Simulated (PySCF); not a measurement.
## CH4 at several levels of theory

All levels use the PBE0 minimum (singlet; C–H 1.090 Å (×4); H–C–H 109.5° (×6)), basis [C def2-TZVP, H def2-TZVP], no relativity, density fitting, no spin–orbit coupling, PySCF. For vertical energies the ionised species is a doublet (spins chosen at PBE0 and kept). Atomisation goes to high-spin ground-configuration atoms, without zero-point energy. Open shells are unrestricted, also as the reference of the correlated levels. A dash marks a value that was not computed or is not defined at that level.

Coordinates in bohr (charge 0 multiplicity 1):
```
C     0.0000    0.0000    0.0000
H    -1.1887   -1.1887    1.1887
H    -1.1887    1.1887   -1.1887
H     1.1887    1.1887    1.1887
H     1.1887   -1.1887   -1.1887
```

```tsv
level	atomisation (kJ/mol)	vertical IP (eV)	−ε(HOMO) (eV)	gap (eV)
CCSD(T)	?	?	–	–
HF	?	?	?	?
MP2	1687	14.35	–	–
PBE0	1745	14.08	10.98	12.68
PBE	1755	13.95	9.44	10.36
B3LYP	1758	14.16	10.76	12.07
r2SCAN	1750	13.99	9.81	11.77
wB97X	1747	14.17	13.58	17.33
```

(1) Fill in the row of HF.

(2) Fill in the row of CCSD(T).

Results:

(1) atomisation (kJ/mol) 1369, vertical IP (eV) 13.48, −ε(HOMO) (eV) 14.83, gap (eV) 18.90.

(2) atomisation (kJ/mol) 1699, vertical IP (eV) 14.30.

For CH₄ itself CCSD(T) correlates 8 electrons; T1 = 0.008, D1 = 0.012, (T) = -15 kJ/mol.
